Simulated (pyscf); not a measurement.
Single points on ωB97X-D3(BJ)/def2-SVP structures (PySCF, gas phase). MP2 and CC: frozen core, UHF for open shells. ΔMP2 is the change of the MP2 total energy from the triple- to the quadruple-zeta basis. Singlets are restricted, triplets unrestricted.

Singlet (Å):
```xyz
5

C      0.0999    -0.3960     0.0527
C     -1.3835    -0.2621     0.1973
O     -0.6096    -1.4517    -0.1144
H     -1.9824     0.1200    -0.6356
H     -1.8395    -0.2655     1.1925
```

Triplet (Å):
```xyz
5

C      1.4748    -0.0253    -0.2660
C      0.0744    -0.3378    -0.4431
O      0.6689     1.0365    -0.3581
H     -0.3310    -0.5816    -1.4341
H     -0.5616    -0.5954     0.4142
```

### Question
For these two minima of `[C]1[CH2][O]1`, which spin state lies lower at CCSD(T)/def2-TZVPP + ΔMP2(QZVPP), and by how much (electronic energies)?

### Answer
The singlet, by 245.4 kJ/mol. Zero-point energy shifts E(triplet) − E(singlet) by -1.6 kJ/mol. cyclic C₂H₂O (SMILES [C]1CO1) [singlet] lies 258.3 kJ/mol over its isomer H₂C=C=O, and others may lie lower still (electronic energy, ωB97M-D3(BJ)). 

E(triplet) − E(singlet) by level (kJ/mol):

```tsv
level	gap
ωB97X-D3(BJ)/def2-TZVP	+243.6
PBE/def2-TZVP	+225.5
r²SCAN/def2-TZVP	+203.9
B3LYP-D3(BJ)/def2-TZVP	+231.3
PBE0-D3(BJ)/def2-TZVP	+217.8
M06-2X/def2-TZVP	+234.2
ωB97M-D3(BJ)/def2-TZVP	+255.5
HF/def2-TZVP	+157.4
MP2/def2-QZVPP	+241.2
CCSD/def2-TZVPP	+236.6
CCSD(T)/def2-TZVPP	+243.3
CCSD(T)/def2-TZVPP + ΔMP2(QZVPP)	+245.4
```

The triplet is the lowest one reached from the SCF start used. The CCSD(T) − MP2 part came from Ansatz, without density fitting, on the same reference.
